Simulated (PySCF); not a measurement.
A geometry optimisation, step by step.

Compound: C5H5F.
Atom-mapped SMILES: `[CH:1]#[C:2]/[C:3]([F:4])=[CH:5]/[CH3:6]` (hydrogens: H7 on C1; H8 on C5; H9, H10, H11 on C6)

Computed by this run: PBE0-D3(BJ)/def2-SVP geometry optimisation, gas phase in PySCF; density fitting, grid level 1; the optimiser is geomeTRIC in internal coordinates, started from a GFN2-xTB structure with every atom displaced at random (about 0.01 Å). The frame can shift and turn from step to step; on so coarse a grid that alone can change the energy by a few meV, and forces under 0.02 eV/Å are noise.

Step 0: E = -7965.8761 eV, largest atomic force 2.640 eV/Å
```
atom  x, y, z in Å  |  force x, y, z in eV/Å
C1      3.035    0.373    0.296   -2.625  -0.198   0.201
C2      1.823    0.263    0.423    1.253   0.062  -0.105
C3      0.420    0.121    0.638    1.266   0.234   0.970
F4      0.099    0.260    1.942   -0.316  -0.086  -0.460
C5     -0.466   -0.129   -0.310   -1.149   0.003   0.063
C6     -1.928   -0.268   -0.060    0.636  -0.016   0.570
H7      4.057    0.507    0.144    1.456   0.140  -0.168
H8     -0.096   -0.213   -1.320    0.215  -0.055  -0.413
H9     -2.259   -1.251   -0.371   -0.325  -0.593  -0.265
H10    -2.163   -0.158    1.007    0.012   0.061  -0.014
H11    -2.485    0.469   -0.621   -0.423   0.447  -0.379
```

Step 1: E = -7965.9139 eV, largest atomic force 0.938 eV/Å
```
atom  x, y, z in Å  |  force x, y, z in eV/Å
C1      2.970    0.501    0.108    0.916  -0.029   0.201
C2      1.847    0.260    0.483   -0.638   0.164  -0.166
C3      0.455    0.089    0.724   -0.271  -0.154  -0.187
F4      0.062    0.219    1.993    0.078   0.018   0.235
C5     -0.448   -0.165   -0.237    0.206   0.043  -0.081
C6     -1.910   -0.305   -0.020   -0.081  -0.027  -0.006
H7      4.015    0.663   -0.106   -0.188  -0.003  -0.094
H8     -0.049   -0.255   -1.253   -0.040  -0.010   0.046
H9     -2.262   -1.298   -0.346   -0.001   0.028  -0.012
H10    -2.175   -0.177    1.036   -0.006   0.015   0.040
H11    -2.468    0.441   -0.613    0.025  -0.044   0.025
```

Step 2: E = -7965.9307 eV, largest atomic force 0.620 eV/Å
```
atom  x, y, z in Å  |  force x, y, z in eV/Å
C1      2.998    0.498    0.153   -0.081  -0.176   0.355
C2      1.842    0.285    0.462    0.091   0.215  -0.574
C3      0.442    0.111    0.672    0.325  -0.116   0.068
F4      0.092    0.225    1.959   -0.258   0.000   0.036
C5     -0.463   -0.153   -0.282    0.012   0.067   0.251
C6     -1.916   -0.313   -0.010   -0.071  -0.033  -0.071
H7      4.047    0.638   -0.032   -0.019   0.031  -0.078
H8     -0.089   -0.243   -1.306    0.001   0.013   0.029
H9     -2.267   -1.311   -0.321   -0.005   0.002  -0.005
H10    -2.143   -0.184    1.056    0.016   0.001  -0.012
H11    -2.505    0.421   -0.584   -0.011  -0.004   0.002
```

Step 3: E = -7965.9475 eV, largest atomic force 0.779 eV/Å
```
atom  x, y, z in Å  |  force x, y, z in eV/Å
C1      3.020    0.486    0.164   -0.683  -0.193   0.321
C2      1.844    0.311    0.436    0.383   0.164  -0.300
C3      0.446    0.135    0.674    0.167  -0.030   0.227
F4      0.088    0.246    1.964    0.024   0.005  -0.109
C5     -0.468   -0.133   -0.266   -0.126  -0.028  -0.042
C6     -1.924   -0.326   -0.013    0.083   0.025   0.075
H7      4.067    0.601   -0.030    0.110   0.049  -0.064
H8     -0.095   -0.213   -1.288    0.024  -0.003  -0.065
H9     -2.254   -1.326   -0.338    0.024  -0.015   0.001
H10    -2.164   -0.209    1.052    0.003  -0.008  -0.026
H11    -2.521    0.401   -0.586   -0.008   0.034  -0.017
```

Step 4: E = -7965.9537 eV, largest atomic force 0.149 eV/Å
```
atom  x, y, z in Å  |  force x, y, z in eV/Å
C1      3.019    0.479    0.191   -0.083  -0.055   0.067
C2      1.837    0.321    0.415   -0.008   0.004   0.012
C3      0.444    0.133    0.655    0.057   0.084   0.094
F4      0.073    0.251    1.941    0.119  -0.022  -0.087
C5     -0.469   -0.133   -0.286   -0.121  -0.038   0.014
C6     -1.918   -0.326   -0.006    0.009   0.005  -0.034
H7      4.070    0.597    0.005    0.039   0.035  -0.021
H8     -0.105   -0.209   -1.314    0.006  -0.009  -0.011
H9     -2.249   -1.327   -0.328   -0.007  -0.011   0.000
H10    -2.137   -0.213    1.063    0.002  -0.007  -0.023
H11    -2.526    0.402   -0.567   -0.015   0.014  -0.010
```

Step 5: E = -7965.9538 eV, largest atomic force 0.398 eV/Å
```
atom  x, y, z in Å  |  force x, y, z in eV/Å
C1      3.023    0.475    0.204    0.384   0.048  -0.091
C2      1.840    0.327    0.404   -0.249  -0.088   0.009
C3      0.452    0.136    0.655   -0.136   0.038   0.086
F4      0.116    0.253    1.949   -0.057  -0.012  -0.003
C5     -0.478   -0.131   -0.273    0.060  -0.011  -0.107
C6     -1.929   -0.328   -0.013    0.042   0.015   0.047
H7      4.075    0.600    0.014   -0.042   0.011   0.020
H8     -0.114   -0.210   -1.301    0.009   0.006   0.002
H9     -2.251   -1.331   -0.341   -0.005   0.002   0.005
H10    -2.164   -0.217    1.052   -0.018  -0.002   0.027
H11    -2.532    0.399   -0.582    0.013  -0.006   0.006
```

Step 6: E = -7965.9561 eV, largest atomic force 0.037 eV/Å
```
atom  x, y, z in Å  |  force x, y, z in eV/Å
C1      3.023    0.476    0.201    0.028  -0.007   0.002
C2      1.838    0.322    0.409   -0.009  -0.007  -0.008
C3      0.447    0.137    0.654   -0.021  -0.013   0.028
F4      0.095    0.246    1.944    0.005   0.010  -0.016
C5     -0.474   -0.132   -0.282    0.004   0.000  -0.012
C6     -1.924   -0.326   -0.010    0.007   0.002  -0.004
H7      4.074    0.604    0.015   -0.009   0.011   0.002
H8     -0.110   -0.212   -1.309    0.000   0.007   0.004
H9     -2.252   -1.329   -0.333   -0.003   0.000   0.000
H10    -2.151   -0.212    1.057   -0.001  -0.002   0.003
H11    -2.529    0.401   -0.577    0.000  -0.001   0.001
```

Step 7: E = -7965.9562 eV, largest atomic force 0.028 eV/Å
```
atom  x, y, z in Å  |  force x, y, z in eV/Å
C1      3.024    0.475    0.203   -0.018  -0.009   0.009
C2      1.839    0.318    0.409    0.018  -0.006  -0.011
C3      0.447    0.132    0.653   -0.003   0.028   0.005
F4      0.094    0.250    1.942    0.002  -0.012  -0.002
C5     -0.474   -0.135   -0.283    0.000  -0.006   0.004
C6     -1.923   -0.326   -0.011    0.001   0.003  -0.004
H7      4.074    0.610    0.019    0.001   0.006   0.000
H8     -0.109   -0.213   -1.310    0.002  -0.004   0.001
H9     -2.255   -1.327   -0.335    0.000   0.001  -0.001
H10    -2.150   -0.213    1.056    0.000   0.000  -0.001
H11    -2.528    0.403   -0.576   -0.001   0.001   0.000
```

Step 8: E = -7965.9562 eV, largest atomic force under 0.02 eV/Å
```
atom  x, y, z in Å  |  force x, y, z in eV/Å
C1      3.024    0.475    0.206   -0.004  -0.002   0.002
C2      1.838    0.317    0.409    0.003  -0.002  -0.001
C3      0.447    0.132    0.653    0.000   0.004  -0.004
F4      0.094    0.247    1.942    0.000  -0.002   0.002
C5     -0.473   -0.135   -0.283    0.001   0.000   0.004
C6     -1.923   -0.326   -0.013   -0.002  -0.001  -0.002
H7      4.073    0.613    0.023    0.001   0.002   0.001
H8     -0.108   -0.214   -1.310    0.000  -0.001   0.000
H9     -2.255   -1.326   -0.335    0.000   0.001  -0.001
H10    -2.151   -0.212    1.055    0.000   0.000  -0.001
H11    -2.527    0.404   -0.578    0.000   0.000   0.000
```

Task: Summarise the path.

Result: The energy falls by 7.73 kJ/mol from step 0 to step 8; nine tenths of that is first reached at step 4. It falls at every step. The largest force goes from 2.640 to under 0.02 eV/Å. Among the bonds C1–H7 changes most, from 1.042 to 1.075 Å; the atoms move by 0.028 Å rms after alignment.

Task: Follow the three bonds and two angles with the largest change from start to end.

Result: 
| step | E above end (kJ/mol) | largest force (eV/Å) | C1–H7 (Å) | C6–H11 (Å) | C6–H9 (Å) | C2–C1–H7 (°) | F4–C3–C5 (°) |
| --- | --- | --- | --- | --- | --- | --- | --- |
| 0 | 7.73 | 2.640 | 1.042 | 1.081 | 1.082 | 176.7 | 123.5 |
| 1 | 4.09 | 0.938 | 1.079 | 1.104 | 1.103 | 172.6 | 120.0 |
| 2 | 2.46 | 0.620 | 1.075 | 1.103 | 1.103 | 174.5 | 121.6 |
| 3 | 0.84 | 0.779 | 1.072 | 1.102 | 1.102 | 176.8 | 120.6 |
| 4 | 0.24 | 0.149 | 1.073 | 1.102 | 1.102 | 178.6 | 120.1 |
| 5 | 0.24 | 0.398 | 1.076 | 1.103 | 1.103 | 179.3 | 120.7 |
| 6 | 0.01 | 0.037 | 1.075 | 1.103 | 1.103 | 179.6 | 120.5 |
| 7 | 0.01 | 0.028 | 1.075 | 1.103 | 1.103 | 179.8 | 120.5 |
| 8 | 0.00 | under 0.02 | 1.075 | 1.103 | 1.103 | 179.8 | 120.5 |

What follows is the cost of the whole optimisation. On one thread, Arm Neoverse N1 (aarch64), no GPU, shared host, this took 60 s wall and 0.44 GiB of memory at its peak.
